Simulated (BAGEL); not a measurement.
# Cl2 (chlorine) at B3LYP/aug-cc-pVTZ (density fitting with cc-pvqz-jkfit)

What is the energy change on altering one bond length of Cl2 (chlorine) at B3LYP/aug-cc-pVTZ (density fitting with cc-pvqz-jkfit)? 

The calculation is run with BAGEL 1.2.2.

8 further runs of the same task are left out: 8 set aside as unsound or not needed.

**1. The system as given**

The species is Cl2 (2 atoms), meant as a singlet with charge 0. As SMILES, `ClCl`. Geometry: relaxed at PBE0-D4/def2-TZVP.

Bond lengths: Cl1–Cl2 1.982 Å.

**2. The energy at B3LYP/aug-cc-pVTZ (density fitting with cc-pvqz-jkfit)**

Input file job.json:

```json
{ "bagel" : [

{
  "title" : "molecule",
  "basis" : "aug-cc-pvtz.json",
  "df_basis" : "cc-pvqz-jkfit",
  "angstrom" : true,
  "geometry" : [
    { "atom" : "Cl", "xyz" : [    0.845690,   -0.281600,    0.433600 ] },
    { "atom" : "Cl", "xyz" : [   -0.845690,    0.281600,   -0.433600 ] }
  ]
},
{ "title" : "ks", "xc_func" : "b3lyp" },
{ "title" : "print", "file" : "orbitals.molden", "orbitals" : true }

]}
```

The basis set aug-cc-pVTZ is read from a file made from the Basis Set Exchange's data (not shown).

Started as:

```console
BAGEL_NUM_THREADS=1 BAGEL job.json > job.out
```

What it wrote:

```text
* using 1 threads per process

  ===============================================================
  ===============================================================

  *** Geometry ***

  { "atom" : "Cl", "xyz" : [      1.598122,     -0.532147,      0.819385 ] },
  { "atom" : "Cl", "xyz" : [     -1.598122,      0.532147,     -0.819385 ] },

  Number of auxiliary basis functions:      296

  Since a DF basis is specified, we compute 2- and 3-index integrals:
    o Being stored without compression. Storage requirement is 0.024 GB

  Number of basis functions:      100
  Number of electrons      :       34

    * METHOD: MOLECULE                             0.10

  *** Kohn-Sham DFT ***

    * Removing 1764 points whose weight is below 1.00e-10
    * Grid points: 28048

  === Nuclear Repulsion ===
    77.1441325765

       - DIIS with orbital gradients will be used.

  === KS iteration (b3lyp / aug-cc-pvtz.json) ===
      0       -891.72363382          0.10460820           0.13
      1       -902.73093994          0.13394420           0.11
      2       -913.67858796          0.10896419           0.11
      3       -919.99967423          0.02861357           0.13
      4       -920.40108210          0.00886973           0.13
      5       -920.43564023          0.00121433           0.13
      6       -920.43611837          0.00019412           0.13
      7       -920.43612839          0.00001383           0.11
      8       -920.43612844          0.00000028           0.10
      9       -920.43612844          0.00000003           0.10
     10       -920.43612844          0.00000001           0.11
     11       -920.43612844          0.00000000           0.10
    * SCF iteration converged.

    * Permanent dipole moment:
           (    0.000000,    -0.000000,     0.000000) a.u.

    * METHOD: KS                                   1.51

    * METHOD: PRINT                                0.02

  ===============================================================
```

It took 1.9 s on 1 thread of Arm Neoverse V2, shared host; peak memory 0.16 GiB.

**3. The distorted shape**

Input file input.json:

```json
{ "bagel": [

{
  "title": "molecule",
  "basis": "aug-cc-pvtz.json",
  "df_basis": "cc-pvqz-jkfit",
  "angstrom": true,
  "geometry": [
    { "atom": "Cl", "xyz": [    1.099410,   -0.366084,    0.563687 ] },
    { "atom": "Cl", "xyz": [   -0.845690,    0.281600,   -0.433600 ] }
  ]
},
{ "title": "ks", "xc_func": "b3lyp" },
{ "title": "print", "file": "orbitals.molden", "orbitals": true }

]}
```

The basis set aug-cc-pVTZ is read from a file made from the Basis Set Exchange's data (not shown).

Started as:

```console
BAGEL_NUM_THREADS=1 BAGEL input.json > input.out
```

What it wrote:

```text
* using 1 threads per process

  ===============================================================
  ===============================================================

  *** Geometry ***

  { "atom" : "Cl", "xyz" : [      2.077584,     -0.691798,      1.065214 ] },
  { "atom" : "Cl", "xyz" : [     -1.598122,      0.532147,     -0.819385 ] },

  Number of auxiliary basis functions:      296

  Since a DF basis is specified, we compute 2- and 3-index integrals:
    o Being stored without compression. Storage requirement is 0.024 GB

  Number of basis functions:      100
  Number of electrons      :       34

    * METHOD: MOLECULE                             0.09

  *** Kohn-Sham DFT ***

    * Removing 1580 points whose weight is below 1.00e-10
    * Grid points: 28232

  === Nuclear Repulsion ===
    67.0814045160

       - DIIS with orbital gradients will be used.

  === KS iteration (b3lyp / aug-cc-pvtz.json) ===
      0       -892.62640343          0.09377949           0.13
      1       -904.16975363          0.12689173           0.10
      2       -914.88562168          0.08979801           0.10
      3       -920.09770487          0.02774352           0.10
      4       -920.38032395          0.00960820           0.10
      5       -920.42056120          0.00135970           0.09
      6       -920.42121614          0.00023776           0.09
      7       -920.42123376          0.00000992           0.09
      8       -920.42123380          0.00000029           0.13
      9       -920.42123380          0.00000006           0.09
     10       -920.42123380          0.00000001           0.10
     11       -920.42123380          0.00000000           0.09
    * SCF iteration converged.

    * Permanent dipole moment:
           (    0.000000,    -0.000000,     0.000000) a.u.

    * METHOD: KS                                   1.33

    * METHOD: PRINT                                0.02

  ===============================================================
```

Run time: 1.7 s. Hardware: 1 thread of Arm Neoverse V2, shared host; peak memory 0.17 GiB.

**4. Summary of results**

At B3LYP/aug-cc-pVTZ (density fitting with cc-pvqz-jkfit):

| quantity | value |
| --- | --- |
| first shape: total energy | -920.43613 Eh |
| first shape: dipole moment | 0.00 D |
| first shape: HOMO energy | -8.46 eV |
| first shape: LUMO energy | -3.37 eV |
| first shape: HOMO–LUMO gap | 5.09 eV |
| distorted shape: total energy | -920.42123 Eh |
| distorted shape: dipole moment | 0.00 D |
| distorted shape: HOMO energy | -9.02 eV |
| distorted shape: LUMO energy | -5.48 eV |
| distorted shape: HOMO–LUMO gap | 3.54 eV |
| energy change with the Cl1–Cl2 bond stretched from 1.982 to 2.280 Å | 0.405 eV |

In words: With the Cl1–Cl2 bond stretched from 1.982 to 2.280 Å the energy rises by 0.41 eV (9.3 kcal/mol). The first shape isn't relaxed at this level, so the change isn't measured from a minimum.
